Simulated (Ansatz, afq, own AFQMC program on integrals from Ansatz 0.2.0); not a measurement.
**AlNH, doublet → AlNH⁺, singlet**

| atom | x (Å) | y (Å) | z (Å) |
| --- | --- | --- | --- |
| Al | 0.0000 | 0.0327 | 0.6365 |
| N | 0.0000 | -0.1067 | -1.0953 |
| H | 0.0000 | 0.6075 | -1.8184 |

Connectivity, by distances: Al–NH.

E(singlet, charge +1) − E(doublet, charge +0) at this geometry, on ROHF and RHF determinants.

Basis cc-pVDZ. Only valence electrons are correlated. Integrals, coupled cluster, full CI and functionals: Ansatz 0.2.0; the random walks run on the same integrals in our own AFQMC program. ph-AFQMC/CISD is guided by a CISD state made of CCSD amplitudes; releasing the constraint for a short imaginary time cuts its bias at the price of noise, slowly where states lie close. Error bars are statistical, one sigma. The errors of all members are added in quadrature.

No full CI on the walks' own integrals is used here; CCSDTQ serves as the reference and is uncertain by about the last step of the cluster series. Each member takes its own surest rung, up to full CI.

Errors are counted within cc-pVDZ, not against nature.

Cautions: AlNH (doublet): a spin-contaminated unrestricted determinant lies lower (UHF 241 meV lower, ⟨S²⟩ 0.96), the search met a lower determinant of the same kind, perhaps of another symmetry (151 meV lower), and this one is a saddle point, strong correlation (T1 0.095, weight of the determinant 0.74, largest double 0.09), the ph-AFQMC/CISD walk drifts between its halves (2.0 errors), released walk and highest rung disagree (by 37 meV at 2.40 1/Eh), its ph-AFQMC/CISD value lies 67 ± 5 meV above CCSDTQ; AlNH⁺ (singlet): another spin lies lower, restricted determinant unstable towards unrestricted (UHF 2.18 eV lower, ⟨S²⟩ 1.01), strong correlation (T1 0.077, weight of the determinant 0.75, largest double 0.33), (T) is large, 7 % of the CCSD correlation, the released energies are still falling, so no released level is given (meV from the phaseless value at times in 1/Eh: -25 ± 5 at 0.24, -35 ± 3 at 0.51, -52 ± 3 at 0.99, -57 ± 4 at 1.62, -73 ± 8 at 2.40), CCSDTQ on the UHF determinant differs (189 meV lower), perhaps since the unrestricted series falls towards higher spin, its ph-AFQMC/CISD value lies 106 ± 5 meV above CCSDTQ; this isn't the first ionization.

Reference (CCSDTQ): 200.4 kcal/mol.

```csv
level,vertical ionization energy (kcal/mol),error against CCSDTQ (kcal/mol)
HF,219.2,18.8
MP2,204.5,4.0
CCSD,204.9,4.5
CCSD(T),198.9,-1.5
CCSDT,200.8,0.4
CCSDT(Q),200.1,-0.4
ph-AFQMC/CISD,201.3 ± 0.2,0.9 ± 0.2
```

Correlation beyond CCSD(T) adds 1.5 kcal/mol. The perturbative (T) step is worth −6.0 kcal/mol. Where the cautions show a poor determinant, the low rows tell how each method copes with it, not its usual error.

CCSDT and higher add their correlation energy to the determinant of the CCSD(T) run, since their own runs factorise the integrals more tightly (a shift of under 2 meV). A walk keeps the symmetry of its determinant, which the program's search chose and which needn't be the lowest solution, so a lower state of the same spin and another symmetry isn't excluded.
